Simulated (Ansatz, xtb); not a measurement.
**C4H9: which of two conformers lies lower**

Structure I: `C[CH]CC`, a doublet. Structure II: `C[CH]CC`, a doublet. Both are isolated molecules in the gas phase, relaxed with B3LYP-D3(BJ)/def2-SVP.

I (Å):

```yaml
atoms:
  - { symbol: C, position_ang: [-2.2145, -0.4379, -2.5983] }
  - { symbol: C, position_ang: [-2.6829, 0.5124, -1.5516] }
  - { symbol: C, position_ang: [-1.8003, 1.6029, -1.0423] }
  - { symbol: C, position_ang: [-2.3413, 2.3146, 0.1991] }
  - { symbol: H, position_ang: [-1.1965, -0.8113, -2.3838] }
  - { symbol: H, position_ang: [-2.1564, 0.0414, -3.6002] }
  - { symbol: H, position_ang: [-2.8833, -1.3069, -2.7015] }
  - { symbol: H, position_ang: [-3.7549, 0.5681, -1.3295] }
  - { symbol: H, position_ang: [-1.6305, 2.3552, -1.8463] }
  - { symbol: H, position_ang: [-0.7914, 1.1941, -0.8356] }
  - { symbol: H, position_ang: [-3.3260, 2.7672, -0.0035] }
  - { symbol: H, position_ang: [-1.6660, 3.1183, 0.5319] }
  - { symbol: H, position_ang: [-2.4677, 1.6086, 1.0356] }
```

II (Å):

```xyz
13

C     0.5820   -1.2768   -1.7988
C    -0.5099   -1.3460   -0.7867
C    -1.6228   -0.3481   -0.7671
C    -1.2182    1.0206   -0.1791
H     1.1247   -2.2316   -1.8897
H     0.1934   -1.0050   -2.7965
H     1.3440   -0.5076   -1.5460
H    -0.3598   -1.9745    0.0986
H    -2.4735   -0.7451   -0.1866
H    -1.9938   -0.1878   -1.7975
H    -0.8737    0.9173    0.8624
H    -0.3980    1.4749   -0.7580
H    -2.0669    1.7240   -0.1885
```

Problem. Estimate E(II) − E(I) at the level CCSD(T)/def2-SVP + ΔMP2/def2-TZVPP.

Solution. Too close to call at this level: CCSD(T)/def2-SVP + ΔMP2/def2-TZVPP gives E(II) − E(I) = +0.014 eV.

Level by level:

| level | geometry | E(II) − E(I) (eV) | departure from the last row (eV) | job, with rough time for the two |
| --- | --- | --- | --- | --- |
| B3LYP-D3(BJ)/def2-SVP | B3LYP-D3(BJ)/def2-SVP | +0.014 | 0.000 | optimisation, 92 s |
| HF/def2-SVP | B3LYP-D3(BJ)/def2-SVP | +0.024 | +0.010 | part of the CCSD(T) run |
| MP2/def2-SVP | B3LYP-D3(BJ)/def2-SVP | +0.012 | −0.002 | part of the CCSD(T) run |
| CCSD(T)/def2-SVP | B3LYP-D3(BJ)/def2-SVP | +0.012 | −0.002 | single point |
| CCSD(T)/def2-SVP + ΔMP2/def2-TZVPP | B3LYP-D3(BJ)/def2-SVP | +0.014 |  | single point, 67 s |

The largest departure from CCSD(T)/def2-SVP + ΔMP2/def2-TZVPP is that of HF/def2-SVP, 0.010 eV. Levels run at GFN2-xTB geometries aren't shown. The last row adds to CCSD(T) the change of the MP2 difference between the two basis sets, here +0.002 eV.

With harmonic frequencies from B3LYP-D3(BJ)/def2-SVP (ideal gas, rigid rotor, one conformer each, 298.15 K, 1 atm): the zero-point term adds +0.012 eV; ΔH is +0.024 and ΔG +0.022 eV.

Open shells are spin-unrestricted. The correlated steps freeze 4 core orbitals. Run with Ansatz 0.2.0; the last row on 2 threads of Arm Neoverse V1 on a shared host.
